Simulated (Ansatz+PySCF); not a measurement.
**doublet N₂(+): levels of theory in one basis**

```xyz
2

N     0.0000    0.0000   -1.1096
N     0.0000    0.0000    1.1096
```

Basis set: 6-31G (spherical functions). Frozen core: 2 orbitals. Correlation on ROHF uses semicanonical orbitals with singles. Charge 1, multiplicity 2.

Computed with Ansatz (development build ahead of 0.2.0); each method stands on the lowest determinant of its kind that the runs found. NEVPT2 correlates all electrons. Active spaces start from the frontier orbitals, and the lowest solution found is given.

| method | E − E(ROHF) (eV) | <S²> of the determinant |
| --- | --- | --- |
| ROHF | 0.00 | 0.75 |
| UHF | -5.65 | 2.76 |
| ROHF-MP2 | -3.22 | – |
| UHF-MP2 | -7.30 | 2.76 |
| UHF-CCSD(T) | -8.23 | 2.76 |
| UHF-CCSDT(Q) | -8.09 | 2.76 |
| CASSCF(9,8) | -6.25 | – |
| SC-NEVPT2(9,8) | -7.86 | – |

Problem. What does full CI (lowest root of this spin) give on the same scale?

Solution. -8.28 eV.

At such a shape the full CI root can have another spatial symmetry than the determinants, so the rows needn't describe one state.

Problem. Is a single determinant a sound starting point here?

Solution. It is doubtful. Unrestricted orbitals lower Hartree–Fock by 5.65 eV and <S²> is 2.76 where a pure state has 0.75, a sign of strong static correlation. The CASSCF(9,8) natural occupations are 1.98, 1.95, 1.20, 1.20, 0.95, 0.80, 0.80, 0.11.

Caution for ROHF, ROHF-MP2: an unrestricted determinant lies well below. Caution for ROHF, UHF, ROHF-MP2, UHF-MP2, UHF-CCSD(T), UHF-CCSDT(Q): the charge can sit on one fragment and break the point group; the determinant breaks the point group. Caution for UHF, UHF-MP2, UHF-CCSD(T), UHF-CCSDT(Q): the unrestricted determinant is a mixture of spin states. Caution for ROHF-MP2, UHF-MP2, UHF-CCSD(T), UHF-CCSDT(Q): bonds are stretched, where a single reference can fail. Caution for ROHF-MP2, UHF-MP2: forces differ strongly between restricted and unrestricted references; another reference gives a lower total. Caution for UHF-CCSD(T): the program doubts this total. Caution for UHF-CCSDT(Q): the amplitudes may be one of several solutions. Caution for CASSCF(9,8): other starts end on other solutions of this active space.
